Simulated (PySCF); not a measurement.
Basis-set dependence of excited states

Compound: CHNO.
Numbering: `[NH:1]=[C:2]=[O:3]` (hydrogens: H4 on N1)

TDDFT with PBE0 (PySCF), vertical singlets, core orbitals frozen in the response, spherical d and f functions. Isolated species at its PBE0-D3(BJ)/def2-SVP geometry, gas phase.

**Question.** Compare 6-31G*, def2-SVP, 6-31+G*, def2-SVPD, aug-cc-pVDZ, def2-TZVP, def2-TZVPD and aug-cc-pVTZ for this molecule.

**Answer.** 

| basis | functions | diffuse | S1 (eV) | S2 (eV) | S3 (eV) | S4 (eV) | S5 (eV) | LUMO (eV) | α (au) |
| --- | --- | --- | --- | --- | --- | --- | --- | --- | --- |
| 6-31G* | 44 | no | 6.72 | 7.92 | 8.92 | 9.26 | 9.76 | 0.53 | 16.1 |
| def2-SVP | 47 | no | 6.76 | 7.93 | 8.66 | 8.89 | 9.20 | 0.46 | 16.1 |
| 6-31+G* | 56 | yes | 6.68 | 7.36 | 7.83 | 7.98 | 8.81 | -0.04 | 19.5 |
| def2-SVPD | 71 | yes | 6.70 | 7.74 | 7.81 | 8.34 | 8.74 | 0.08 | 22.1 |
| aug-cc-pVDZ | 78 | yes | 6.66 | 7.22 | 7.77 | 7.87 | 8.71 | -0.30 | 22.4 |
| def2-TZVP | 99 | no | 6.72 | 7.86 | 8.01 | 8.62 | 8.85 | 0.18 | 19.8 |
| def2-TZVPD | 123 | yes | 6.69 | 7.38 | 7.79 | 8.01 | 8.74 | -0.04 | 22.7 |
| aug-cc-pVTZ | 161 | yes | 6.69 | 7.23 | 7.78 | 7.86 | 8.68 | -0.33 | 22.8 |

States are compared by their number. Against the largest diffuse basis here (aug-cc-pVTZ, itself not a converged limit), sets without diffuse functions differ by up to 0.08 eV in S1 and 1.08 eV in S5; the smaller diffuse sets differ by up to 0.02 and 0.13 eV. State by state, the largest deviation of a set without diffuse functions is S1 0.08, S2 0.69, S3 1.14, S4 1.40, S5 1.08 eV. The same number needn't mean the same state in each row. Against aug-cc-pVTZ the polarisability deviates by -29% in 6-31G*, -29% in def2-SVP, -14% in 6-31+G*, -3% in def2-SVPD, -2% in aug-cc-pVDZ, -13% in def2-TZVP, 0% in def2-TZVPD. A single + in a Pople set puts diffuse functions on heavy atoms only.
